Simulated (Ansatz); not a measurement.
Compare A (`FCC=C(F)F`) with its isomer B (`C=C(F)C(F)F`).

Computed with Ansatz on PBE0-D4/def2-TZVP structures; ΔE is electronic, products minus reactants. CCSD(T)/CBS adds triple-zeta CCSD(T) − MP2 to the extrapolated MP2 energy (def2 sets, frozen cores). DFT in def2-TZVPP. Each species was taken in one conformer, which may not be the lowest.

**Question.** Which isomer does CCSD(T)/CBS put lower? Give the gap. (Best estimate.)

**Answer.** Ansatz gave: B, by 15.0 kJ/mol.

**Question.** Give E(B) − E(A) in kJ/mol with HF/def2-TZVPP, r2SCAN-D4, CCSD(T)/def2-TZVPP, B2PLYP, ωB97M-V, CCSD(T)/def2-SVP, LDA (SPW92). (Estimate.)

**Answer.** Computed: HF/def2-TZVPP -16.4, r2SCAN-D4 -10.0, CCSD(T)/def2-TZVPP -15.1, B2PLYP -11.7, ωB97M-V -12.6, CCSD(T)/def2-SVP -16.4, LDA (SPW92) -5.5. None reverses the order clearly.

**Question.** Does the order hold for the free energy at 298.15 K (harmonic terms from PBE0-D4)? (An estimate is asked.)

**Answer.** Computed: Yes: G(B) − G(A) = -15.5 kJ/mol, for one conformer each.

Largest T1 diagnostic: 0.012.

From BLYP to BHLYP (50 % exact exchange), in def2-TZVPP and without D4, E(B) − E(A) moves by −4.3 kJ/mol. Leaving LDA and LC-ωPBE aside and taking each functional with its dispersion term where it has one, the values, not all of them listed here, spread over 7.4 kJ/mol, from BHLYP-D4 to PBE-D4.
